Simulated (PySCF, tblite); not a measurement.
Compound: nitrosyl fluoride, FNO.
InChI=1S/FNO/c1-2-3

Computed with PBE0/pcSseg-1 in PySCF (dipole) on a GFN2-xTB geometry, gas phase.

Masses are those of the commonest isotopes; rigid-rotor values at the optimised geometry. 

**Question.** Give the principal moments of inertia and the rotational constants in cm⁻¹.

**Answer.** Ia = 5.14, Ib = 42.35, Ic = 47.49 u·Å²; 505379 MHz·u·Å²/I gives 98277, 11934 and 10642 MHz, that is A = 3.27815, B = 0.39809, C = 0.35498 cm⁻¹.

**Question.** Classify the top.

**Answer.** A near-prolate asymmetric top. Ray's parameter κ = (2B − A − C)/(A − C) = -0.971; −1 is the prolate and +1 the oblate limit.

**Question.** Which types of transition are allowed, and where do some lines up to J = 5 fall?

**Answer.** The dipole components are |μa| = 1.31 D, |μb| = 0.38 D, |μc| = 0.00 D; the mirror of this Cs structure is the ab plane, so μc vanishes by symmetry and there are no c-type lines. The squared components, which scale the intensities, stand as 1.00 : 0.08 (a : b). Some lines, for components of 0.1 D or more:

```
type  branch         J(Ka,Kc)     MHz  lower level (cm⁻¹)
   a       Q  1(1,0) ← 1(1,1)    1292               3.633
   b       R  4(0,4) ← 3(1,3)    6987               7.290
   a       R  2(1,2) ← 1(1,1)   43860               3.633
   b       Q  1(1,0) ← 1(0,1)   87635               0.753
   a       R  4(1,4) ← 3(1,3)   87692               7.290
   b       Q  2(1,1) ← 2(0,2)   88941               2.259
   a       R  4(0,4) ← 3(0,3)   90162               4.516
   a       R  4(2,2) ← 3(2,1)   90438              16.127
   a       R  5(0,5) ← 4(0,4)  112595               7.523
   a       R  5(4,1) ← 4(4,0)  112914              53.957
   a       R  5(3,2) ← 4(3,1)  112933              33.647
   a       R  5(1,4) ← 4(1,3)  116049              10.647
   b       R  2(1,2) ← 1(0,1)  130203               0.753
   b       R  3(1,3) ← 2(0,2)  150846               2.259
   b       R  4(1,4) ← 3(0,3)  170867               4.516
   b       Q  3(2,1) ← 3(1,2)  257169               7.549
   b       Q  2(2,0) ← 2(1,1)  259041               5.225
   b       Q  3(2,2) ← 3(1,3)  264851               7.290
   b       R  2(2,1) ← 1(1,0)  305472               3.676
   b       R  5(2,3) ← 4(1,4)  380806              10.216
   b       Q  5(3,2) ← 5(2,3)  434570              22.918
   b       Q  3(3,0) ← 3(2,1)  434879              16.127
   b       Q  4(3,2) ← 4(2,3)  434990              19.137
   b       R  3(3,1) ← 2(2,0)  502665              13.866
   b       R  4(3,2) ← 3(2,1)  525213              16.127
   b       Q  5(4,1) ← 5(3,2)  608873              37.414
   b       Q  4(4,0) ← 4(3,1)  608891              33.647
```

**Question.** Estimate the classical rotational partition function at 50 K, 200 K and 500 K.

**Answer.** Point group Cs, symmetry number σ = 1; q = (√π/σ)·√((kT/h)³/(ABC)), k/h = 20836.6 MHz/K: 533 at 50 K, 4270 at 200 K, 16900 at 500 K.

Its GFN2-xTB frequencies are all real (lowest 536 cm⁻¹). Constants of a rigid frame at the computed geometry: no zero-point averaging, no centrifugal distortion. Quadrupole hyperfine structure (14N) is left out.

Hardware: one thread, Arm Neoverse V1, shared host. Cost: 1.9 s of wall time. This is the PBE0/pcSseg-1 job that gave the dipole, with the shieldings it also computed.
